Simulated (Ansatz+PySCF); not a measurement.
Values are calculated unless marked as measured or tabulated.
## Several solutions for singlet N₂H₂

```xyz
4

N     0.0000    0.0001   -0.6159
N     0.0000   -0.0001    0.6159
H     0.0000    0.9957   -0.9141
H     0.0000   -0.9957    0.9141
```

Basis set: def2-SVP (spherical functions). Charge 0, multiplicity 1.

CASSCF(2,2) was run from several starts with Ansatz (development build ahead of 0.2.0) and PySCF 2.14.0. The starts are those of the Hartree–Fock orbitals from which the active space was taken at the frontier.

```json
{"run": "A", "program": "Ansatz", "start": "search for the lowest state", "converged": "yes", "energy (hartree)": "-109.94993", "<S²>": "0.00"}
{"run": "B", "program": "Ansatz", "start": "stability test followed", "converged": "yes", "energy (hartree)": "-109.94993", "<S²>": "0.00"}
{"run": "C", "program": "Ansatz", "start": "atomic start, no search", "converged": "yes", "energy (hartree)": "-109.94993", "<S²>": "0.00"}
{"run": "D", "program": "PySCF", "start": "program defaults", "converged": "yes", "energy (hartree)": "-109.91360", "<S²>": "0.00"}
```

Problem. Which runs reached the lowest solution of this kind, and what is wrong with the others?

Solution. A, B, C reached the lowest solution found. Converged but too high: D by 0.99 eV. Convergence only shows a stationary point; in CASSCF the end hangs on which orbitals enter the active space. Caution: other starts end on other solutions of this active space.
